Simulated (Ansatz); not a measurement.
**Which isomer of CHFO gives these data?**

These gas-phase data were calculated for one isomer of CHFO at PBE0-D3(BJ)/def2-SVP (harmonic, unscaled wavenumbers; equilibrium rotational constants with average atomic masses):

| Quantity | Value |
| --- | --- |
| rotational constants | 75.3, 12.91, 11.02 GHz |
| all wavenumbers above 1500 cm⁻¹ | 3567 |
| dipole moment | 2.55 D (PBE0/def2-TZVPD) |

Candidates:

(1) `O[C]F`, a singlet
(2) `O=CF`, a singlet

Which structure fits?

Candidate (1). The band at 3567 cm⁻¹ lies where the O–H stretch is expected; (2) has no mode between 3300 and 4000 cm⁻¹.

The same quantities for all candidates:

|  | rotational constants (GHz) | wavenumbers above 1500 cm⁻¹ | dipole (D) | E above the lowest, PBE0-D3(BJ)/def2-SVP (kcal/mol) |
| --- | --- | --- | --- | --- |
| (1) | 75.3, 12.91, 11.02 | 3567 | 2.55 | 47.9 |
| (2) | 92.32, 11.88, 10.52 | 3102, 1968 | 2.10 | 0.0 |

Harmonic stretches to hydrogen usually lie a few per cent above observed fundamentals. Each candidate is one conformer. Programs: Ansatz 0.2.0.
